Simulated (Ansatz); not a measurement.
Mulliken charges of CH$_{3}$NS$_{2}$, SMILES `N=C(S)S` from r2SCAN/def2-TZVPP in Ansatz (PBE0-D4/def2-TZVP geometry).

```tsv
atom	x (Å)	y (Å)	z (Å)	charge (e)
N1	1.200	-1.183	0.203	-0.303
C2	0.309	-0.297	0.125	0.111
S3	0.080	0.753	1.524	-0.049
S4	-0.731	-0.068	-1.300	-0.109
H5	1.330	-1.683	-0.674	0.162
H6	-1.156	1.170	1.210	0.093
H7	-0.970	1.241	-1.133	0.095
```

Q: By hand: the dipole of these point charges (1 e Å = 4.8032 D).

A: Σ q r = (-0.238, 0.250, -0.085) e Å, of length 0.355 e Å = 1.71 D.

Q: How does the dipole of the full density compare? (An estimate is asked.)

A: Computed: (-0.341, 0.281, -0.258) e Å, 2.46 D; the point charges give 0.70 times that, at 18° from its direction.

Point charges leave out the atoms' own dipoles, such as those of lone pairs, and Mulliken's split depends on the basis, so the two needn't agree.
